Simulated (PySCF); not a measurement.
O3, SMILES O=[O+][O-]. Atoms are numbered in the order given.

```xyz
3

O      0.0000     1.0634     0.2113
O      0.0000     0.0000    -0.4227
O      0.0000    -1.0634     0.2113
```
Charge 0, spin multiplicity 1.

Geometry: PBE0-D3(BJ)/def2-TZVP. The molecule may have multireference character, which single-reference levels describe poorly.

Calculation: HF/def2-TZVPD (PySCF).

Symmetry labels are those of the subgroup C2v that the program uses (full group C2v).

Q: List the valence orbital energies around the gap with their symmetry. (Estimate from the structure and the level; the computed values follow.)

A: 
```tsv
orbital	symmetry	energy (eV)
HOMO−7	B2	-39.66
HOMO−6	A1	-29.45
HOMO−5	A1	-23.13
HOMO−4	B2	-22.08
HOMO−3	B1	-21.93
HOMO−2	B2	-15.38
HOMO−1	A1	-14.87
HOMO	A2	-13.39
LUMO	B1	-0.84
LUMO+1	B2	2.38
LUMO+2	A1	2.42
LUMO+3	A1	2.81
```
